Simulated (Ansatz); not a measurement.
Basis-set extrapolation for C$_{6}$H$_{6}$ (`C=C1C=CC1=C`) (PBE0-D4/def2-TZVP geometry, frozen core, the Gaussian-basis code of Ansatz). Multiplicity 1, RHF reference.

```tsv
	def2-TZVPP	def2-QZVPP
HF	-230.682930	-230.692786
MP2 correlation	-0.939998	-0.999817
CCSD(T) correlation	-1.025851	not run
```

Energies in hartree. Use E(X) = E(∞) + A·exp(−7.88·√X) for Hartree–Fock and E(X) = E(∞) + B·X^(−2.97) for correlation, with X = 3 and 4, and add CCSD(T) minus MP2 of the smaller set to the MP2 limit.

Problem. What is the CCSD(T) energy at the basis-set limit?

Solution. HF limit: -230.692786 + (-0.009856) × 0.13774 = -230.69414. MP2 limit: -0.999817 + (-0.059819) × 0.74074 = -1.04413. Higher-order term: -1.025851 − (-0.939998) = -0.08585. Total: -231.82412 hartree, 302.8 kJ/mol below CCSD(T)/def2-TZVPP.
